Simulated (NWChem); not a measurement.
# CH4Si (SMILES C=[SiH2]): TPSS0/3-21G

Aim: the vertical ionisation energy of CH4Si at TPSS0/3-21G, from 2 runs. 

The calculation is run with NWChem 7.3.0.

## Step 1: The system as given

The species is CH4Si (6 atoms), meant as a singlet with charge 0. As SMILES, `C=[SiH2]`. The coordinates come from a GFN2-xTB relaxation.

Bond lengths: C1–Si2 1.748 Å, C1–H3 1.077 Å, C1–H4 1.077 Å, Si2–H5 1.458 Å, Si2–H6 1.458 Å. Angles: C1–Si2–H5 124.5°, C1–Si2–H6 124.6°, Si2–C1–H3 122.4°, Si2–C1–H4 122.5°, H5–Si2–H6 110.9°, H3–C1–H4 115.0°.

## Step 2: Energy and gradient at TPSS0/3-21G

Input file input.nw:

```
start input
title "CH4Si"
memory 2200 mb
geometry noautosym nocenter noautoz
C    -0.738690   -0.547160   -0.265100
Si    0.611270    0.451760    0.218260
H    -1.408510   -0.996610    0.448130
H    -0.962920   -0.758160   -1.296740
H     0.952980    0.765970    1.600750
H     1.545870    1.084200   -0.705300
end
basis cartesian
* library 3-21G
end
dft
xc xtpss03 0.75 ctpss03 1.0 hfexch 0.25
grid coarse
convergence energy 1e-05
mulliken
print low
end
task dft gradient
```

Launch:

```console
$ nwchem input.nw > input.out
```

Log:

```text
[...]
 d= 0,ls=0.0,diis     1   -328.1580187014 -3.79D+02  2.54D-02  1.80D-01     0.2
[...]
 d= 0,ls=0.0,diis     8   -328.1907574136  1.22D-08  8.19D-06  1.04D-07     1.0
         Total DFT energy =     -328.190757413648
      One electron energy =     -553.157630444295
           Coulomb energy =      201.886407961137
    Exchange-Corr. energy =      -27.709005891801
 Nuclear repulsion energy =       50.789470961310
[...]
      Total Density - Mulliken Population Analysis
     ---------------------------------------------
    Atom       Charge   Shell Charges
 -----------   ------   -------------------------------------------------------
    1 C    6     6.87   1.99  0.37  1.55  1.15  1.81
    2 Si  14    13.35   2.00  1.97  5.86  0.72  1.61  0.43  0.77
    3 H    1     0.77   0.47  0.30
    4 H    1     0.77   0.47  0.30
    5 H    1     1.12   0.43  0.69
    6 H    1     1.12   0.43  0.69
[...]
                         DFT ENERGY GRADIENTS
    atom               coordinates                        gradient
                 x          y          z           x          y          z
   1 C      -1.395922  -1.033982  -0.500966   -0.011054  -0.008245  -0.004063
   2 Si      1.155133   0.853703   0.412452    0.012063   0.008895   0.004280
   3 H      -2.661698  -1.883320   0.846843    0.002190   0.001395  -0.004585
   4 H      -1.819655  -1.432715  -2.450483   -0.000362   0.000021   0.005328
   5 H       1.800871   1.447473   3.024979    0.001088   0.000311  -0.010227
   6 H       2.921271   2.048841  -1.332824   -0.003926  -0.002377   0.009267
 Task  times  cpu:        1.2s     wall:        1.2s
 Total times  cpu:        1.2s     wall:        1.2s
```

Run time: 1.8 s. Hardware: 1 thread of AMD EPYC 7B13 (Zen 3), shared host; peak memory 0.11 GiB.

## Step 3: The doublet cation, same level

Input file ch4si.nw:

```
start ch4si
title "CH4Si"
memory stack 880 mb heap 220 mb global 1100 mb
charge 1

geometry units angstroms noautosym nocenter noautoz
  C    -0.738690   -0.547160   -0.265100
  Si    0.611270    0.451760    0.218260
  H    -1.408510   -0.996610    0.448130
  H    -0.962920   -0.758160   -1.296740
  H     0.952980    0.765970    1.600750
  H     1.545870    1.084200   -0.705300
end

basis
  * library 3-21G
end

dft
  xc xtpss03 0.75 ctpss03 1.0 hfexch 0.25
  mult 2
  grid coarse
  convergence energy 1e-05
  iterations 150
  mulliken
end

task dft gradient
```

Launch:

```console
$ nwchem ch4si.nw > ch4si.out
```

Log:

```text
[...]
          Wavefunction type:  spin polarized.
          No. of atoms     :     6
          No. of electrons :    23
[...]
          Charge           :     1
          Spin multiplicity:     2
[...]
          AO basis - number of functions:    30
[...]
              XC Information
              --------------
                     Hartree-Fock (Exact) Exchange  0.250
                  TPSS metaGGA Exchange Functional  0.750
             TPSS03 metaGGA Correlation Functional  1.000
[...]
 d= 0,ls=0.0,diis     1   -327.8232666298 -3.79D+02  9.91D-03  1.34D-01     0.3
[...]
 d= 0,ls=0.0,diis     7   -327.8704778153 -4.38D-07  2.67D-06  2.89D-09     1.3
[...]
         Total DFT energy =     -327.870477815294
      One electron energy =     -546.407688223834
           Coulomb energy =      195.210623487681
    Exchange-Corr. energy =      -27.462884040451
 Nuclear repulsion energy =       50.789470961310
[...]
      Total Density - Mulliken Population Analysis
     ---------------------------------------------
    Atom       Charge   Shell Charges
 -----------   ------   -------------------------------------------------------
    1 C    6     6.79   1.99  0.39  1.54  1.22  1.66
    2 Si  14    12.86   2.00  1.97  5.86  0.83  1.54  0.36  0.29
    3 H    1     0.65   0.46  0.19
    4 H    1     0.65   0.46  0.19
    5 H    1     1.03   0.43  0.60
    6 H    1     1.03   0.43  0.60
[...]
      <S2> =      0.7525 (Exact =     0.7500)
[...]
  wavefunction    = open shell
                         DFT ENERGY GRADIENTS
    atom               coordinates                        gradient
                 x          y          z           x          y          z
   1 C      -1.395922  -1.033982  -0.500966    0.030305   0.022387   0.010730
   2 Si      1.155133   0.853703   0.412452   -0.041612  -0.030856  -0.014943
   3 H      -2.661698  -1.883320   0.846843    0.004527   0.003041  -0.005236
   4 H      -1.819655  -1.432715  -2.450483    0.001265   0.001288   0.007402
   5 H       1.800871   1.447473   3.024979    0.004936   0.003239  -0.007449
   6 H       2.921271   2.048841  -1.332824    0.000579   0.000900   0.009495
[...]
```

It took 2.3 s on 1 thread of AMD EPYC 7B13 (Zen 3), shared host; peak memory 0.11 GiB.

## Step 4: Summary of results

Level: TPSS0/3-21G.

```
                                          quantity          value
                       singlet CH4Si: total energy  -328.19076 Eh
           singlet CH4Si: largest force on an atom     0.802 eV/Å
                      doublet cation: total energy  -327.87048 Eh
doublet cation: HOMO energy (highest over α and β)      -15.03 eV
 doublet cation: LUMO energy (lowest over α and β)      -10.90 eV
                              doublet cation: ⟨S²⟩          0.752
          doublet cation: largest force on an atom     2.772 eV/Å
vertical ionisation energy (to the doublet cation)       8.715 eV
```

**Reading.** The vertical ionisation energy comes to 8.72 eV (841 kJ/mol). The largest force (singlet CH4Si) is 0.80 eV/Å: the shape isn't a stationary point for this species at this level.
